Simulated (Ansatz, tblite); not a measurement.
# BMe2F (C₂H₆BF): spin states and exact exchange

Is the singlet the ground state of BMe2F (C₂H₆BF)? Other spin states are computed and compared level by level.

Computed with Ansatz 0.2.0, Gaussian basis. Level: as each input shows.

The runs, in order: triplet, at the geometry of the singlet (GFN1-xTB, GFN2-xTB, PBE0-D4/def2-TZVP, PBE-D4/def2-TZVP, r2SCAN-D4/def2-TZVP); the singlet's energies come from earlier runs.

### Step 1. The structure

The geometry is that of the singlet, from an earlier relaxation (r2SCAN-D4/def2-SVP).

10 atoms, charge 0, spin multiplicity 1.

Bond lengths: B1–C2 1.567 Å, B1–C6 1.567 Å, B1–F10 1.342 Å, C2–H3 1.107 Å, C2–H4 1.101 Å, C2–H5 1.101 Å, C6–H7 1.107 Å, C6–H8 1.100 Å, C6–H9 1.101 Å. Angles: C2–B1–C6 125.2°, C2–B1–F10 117.5°, C6–B1–F10 117.3°, B1–C2–H3 107.2°, B1–C2–H4 113.4°, B1–C2–H5 113.2°, H3–C2–H4 106.1°, H3–C2–H5 106.6°, H4–C2–H5 109.9°, B1–C6–H7 107.1°, B1–C6–H8 113.6°, B1–C6–H9 113.0°, H7–C6–H8 106.3°, H7–C6–H9 106.4°, H8–C6–H9 109.9°.

### Step 2. Triplet at the fixed geometry, GFN1-xTB

Tight binding, by tblite at 300 K electronic temperature and without a spin-polarisation term:

```python
tblite.interface.Calculator('GFN1-xTB', numbers, positions, charge=0, uhf=2).singlepoint()
```

Energy -376.9286 eV; 0.003 s.

### Step 3. Triplet at the fixed geometry, GFN2-xTB

Tight binding, by tblite at 300 K electronic temperature and without a spin-polarisation term:

```python
tblite.interface.Calculator('GFN2-xTB', numbers, positions, charge=0, uhf=2).singlepoint()
```

Energy -357.3916 eV; 0.002 s.

### Step 4. Triplet at the fixed geometry, PBE0-D4/def2-TZVP

in.yaml reads:

```yaml
crystal:
  periodic: [false, false, false]
  atoms:
    - {symbol: B, position_ang: [-0.279166, -0.476957, -0.010926]}
    - {symbol: C, position_ang: [1.285422, -0.559740, -0.011839]}
    - {symbol: H, position_ang: [1.612497, -0.579232, 1.045677]}
    - {symbol: H, position_ang: [1.768558, 0.319550, -0.464582]}
    - {symbol: H, position_ang: [1.670623, -1.479507, -0.477837]}
    - {symbol: C, position_ang: [-1.112581, 0.849655, 0.018680]}
    - {symbol: H, position_ang: [-1.319069, 1.128595, -1.032668]}
    - {symbol: H, position_ang: [-0.573135, 1.699354, 0.463566]}
    - {symbol: H, position_ang: [-2.091968, 0.731296, 0.507325]}
    - {symbol: F, position_ang: [-0.961180, -1.633003, -0.037407]}
basis:
  gaussian: {orbitals: def2-TZVP}
magnetization: {spin_polarized: true, initial_magnetization: 2}
hamiltonian: {xc: pbe0, dispersion: d4}
scf: {omitted_lower_state_checks: [starts]}
output: {orbitals: {seedname: orbitals}}
```

Command:

```bash
ansatz run in.yaml --threads 4 --pin off --events-out ev --progress --plain --max-ram 3916MiB
```

Log:

```text
Functional definition: PBE0
  name "PBE0"
  cite "Adamo & Barone, J. Chem. Phys. 110, 6158 (1999) doi:10.1063/1.478522"
  cite "Perdew, Burke & Ernzerhof, Phys. Rev. Lett. 77, 3865 (1996) doi:10.1103/PhysRevLett.77.3865"
  parent pbe
  parameter a = 0.25
  parameter kappa = 0.804
  parameter beta = 0.06672455060314922
  exchange = (1 - a)*pbe_x(kappa = kappa, mu = beta*pi^2/3) + a*exact_x
  correlation = pbe_c(beta = beta)
these checks for a lower state are left out or cut short: starts
949 factors; their error is unknown
mean field evaluation 1: about -5548.6237 eV, gradient 4.2e1 eV
mean field evaluation 2: about -5544.6729 eV, gradient 5.0e1 eV
mean field evaluation 4: about -5556.8496 eV, gradient 5.2e0 eV
mean field evaluation 8: about -5556.9358 eV, gradient 2.1e-1 eV
mean field evaluation 16: about -5556.9374 eV, gradient 2.6e-4 eV
mean field -5556.93740380 eV, -204.2136829622 hartree, gradient 3.8e-5 eV, S^2 2.004858; 0 other end points of the search recorded, 0 dependent functions left out
reference -5556.93743813 eV, -204.2136842239 hartree; 17, 15 occupied and 143, 145 virtual orbitals, 949 factors
Total energy: -5557.04802076 eV, -204.2177480606 hartree
Checks for a lower state left out: starts
```

It took 1.6 s on 4 threads of Arm Neoverse V2, shared host.

HOMO -2.47 eV, LUMO -6.24 eV (over both spins; with the spin held, an empty level of the minority spin lies below the top filled one); ⟨S²⟩ 2.005 (pure: 2.00).

### Step 5. Triplet at the fixed geometry, PBE-D4/def2-TZVP

start.molden holds the orbitals of an earlier run on this state, given as this run's starting guess.

in.yaml, as its differences from that of step 4:

```diff
@@ -14,5 +14,5 @@
 basis:
-  gaussian: {orbitals: def2-TZVP}
+  gaussian: {orbitals: def2-TZVP, initial_orbitals: start.molden}
 magnetization: {spin_polarized: true, initial_magnetization: 2}
-hamiltonian: {xc: pbe0, dispersion: d4}
+hamiltonian: {xc: pbe, dispersion: d4}
 scf: {omitted_lower_state_checks: [starts]}
```

Launched as before.

Log:

```text
Functional definition: PBE
  name "PBE"
  cite "Perdew, Burke & Ernzerhof, Phys. Rev. Lett. 77, 3865 (1996) doi:10.1103/PhysRevLett.77.3865"
  parent pbe
  parameter kappa = 0.804
  parameter beta = 0.06672455060314922
  exchange = pbe_x(kappa = kappa, mu = beta*pi^2/3)
  correlation = pbe_c(beta = beta)
these checks for a lower state are left out or cut short: starts
949 factors; their error is unknown
mean field evaluation 1: about -5556.5732 eV, gradient 5.9e0 eV
mean field evaluation 2: about -5556.6666 eV, gradient 1.2e-1 eV
mean field evaluation 4: about -5556.6412 eV, gradient 6.9e-4 eV
mean field -5556.64117508 eV, -204.2027967575 hartree, gradient 1.8e-5 eV, S^2 2.003110; 0 other end points of the search recorded, 0 dependent functions left out
reference -5556.64122192 eV, -204.2027984789 hartree; 17, 15 occupied and 143, 145 virtual orbitals, 949 factors
Total energy: -5556.77421110 eV, -204.2076857412 hartree
Checks for a lower state left out: starts
```

Wall time 1.3 s (4 threads of Arm Neoverse V2, shared host).

HOMO -1.42 eV, LUMO -7.08 eV (over both spins; with the spin held, an empty level of the minority spin lies below the top filled one); ⟨S²⟩ 2.003 (pure: 2.00).

### Step 6. Triplet at the fixed geometry, r2SCAN-D4/def2-TZVP

in.yaml, as its differences from that of step 5:

```diff
@@ -16,3 +16,3 @@
 magnetization: {spin_polarized: true, initial_magnetization: 2}
-hamiltonian: {xc: pbe, dispersion: d4}
+hamiltonian: {xc: r2scan, dispersion: d4}
 scf: {omitted_lower_state_checks: [starts]}
```

The command is unchanged.

Log:

```text
Functional definition: r2SCAN
  name "r2SCAN"
  cite "Furness, Kaplan, Ning, Perdew & Sun, J. Phys. Chem. Lett. 11, 8208 (2020) doi:10.1021/acs.jpclett.0c02405"
  cite "Furness, Kaplan, Ning, Perdew & Sun, J. Phys. Chem. Lett. 11, 9248 (2020) doi:10.1021/acs.jpclett.0c03077"
  parent r2scan
  parameter k0 = 0.174
  parameter k1 = 0.065
  parameter a1 = 4.9479
  exchange = r2scan_x(k0 = k0, k1 = k1, a1 = a1)
  correlation = r2scan_c
these checks for a lower state are left out or cut short: starts
949 factors; their error is unknown
mean field evaluation 1: about -5560.4810 eV, gradient 3.3e0 eV
mean field evaluation 2: about -5560.5180 eV, gradient 4.2e-2 eV
mean field evaluation 4: about -5560.4960 eV, gradient 4.6e-4 eV
mean field -5560.49602372 eV, -204.3444598322 hartree, gradient 1.5e-5 eV, S^2 2.006856; 0 other end points of the search recorded, 0 dependent functions left out
reference -5560.49603957 eV, -204.3444604146 hartree; 17, 15 occupied and 143, 145 virtual orbitals, 949 factors
Total energy: -5560.52928635 eV, -204.3456822112 hartree
Checks for a lower state left out: starts
```

Run time: 2.6 s. Hardware: 4 threads of Arm Neoverse V2, shared host.

Report: HOMO -1.66 eV, LUMO -6.98 eV (over both spins; with the spin held, an empty level of the minority spin lies below the top filled one); ⟨S²⟩ 2.007 (pure: 2.00).

### Step 7. Triplet less singlet, vertical

The singlet's energies are those of its earlier runs, whose logs aren't repeated here.

| level | triplet less singlet, vertical (eV) | time |
| --- | --- | --- |
| GFN1-xTB | +6.217 | 0.006 s |
| GFN2-xTB | +5.765 | 0.004 s |
| PBE-D4/def2-TZVP | +5.858 | 2 s |
| r2SCAN-D4/def2-TZVP | +5.998 | 4 s |
| PBE0-D4/def2-TZVP | +6.225 | 2.8 s |

Times add the two runs; a level without a time comes out of a correlated run. Tight binding without a spin term can't rank spin states.

### Step 8. Summary of results

| quantity | value |
| --- | --- |
| triplet less singlet, vertical, functionals in def2-TZVP | +5.858 (PBE-D4) to +6.225 eV (PBE0-D4) |

What this shows: All functionals put the triplet above the singlet, over a spread of 0.367 eV. The checks for a lower triplet were left out, so another state of that spin may lie lower. These are electronic energies, without zero-point motion, entropy or surroundings.
